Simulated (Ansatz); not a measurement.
# A ladder of methods for CH2FP (SMILES [H]/P=C/F)

CH2FP: 5 atoms, total charge 0, spin state singlet. As SMILES, `[H]/P=C/F`. The shape is that of a GFN2-xTB optimisation.

Quantity: the vertical electron affinity (to the doublet anion), in eV. The values are calculated.

The electron affinity is E(neutral) − E(anion): positive where the electron is bound.

```
           level                    kind  program  value (eV)  less FCI/STO-3G
    SVWN5/STO-3G                     LDA   Ansatz       -6.31            +1.09
      PBE/STO-3G                     GGA   Ansatz       -6.21            +1.19
   revPBE/STO-3G                     GGA   Ansatz       -6.21            +1.19
CAM-B3LYP/STO-3G  range-separated hybrid   Ansatz       -5.66            +1.74
      MP2/STO-3G     perturbation theory   Ansatz       -7.15            +0.25
  CCSD(T)/STO-3G   coupled cluster or CI   Ansatz       -7.38            +0.02
 CCSDT(Q)/STO-3G   coupled cluster or CI   Ansatz       -7.40             0.00
      FCI/STO-3G      exact in the basis   Ansatz       -7.40             0.00
```

FCI/STO-3G is exact within its basis and frozen core, so for wave-function methods in that basis the difference is their error; functionals converge differently with the basis, so for them it is only a difference. The values span -7.40 to -5.66 eV. All rows use very small basis sets, so even the best lies far from the true value. Negative values mean that the anion is unbound at that level; they are set by how diffuse the basis is and aren't properties of the molecule.
